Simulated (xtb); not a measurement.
Species: CH₃, SMILES `[CH3]` (charge 0, multiplicity 2).

Task: Give a relaxed geometry from GFN2-xTB run with xtb.

Result: the end point of this relaxation (outside a Z-matrix the atoms follow the SMILES, hydrogens last).
Z-matrix (Å, degrees):
```
C
H 1 1.0674
H 1 1.0675 2 119.99
H 1 1.0675 2 120.00 3 -179.95
```
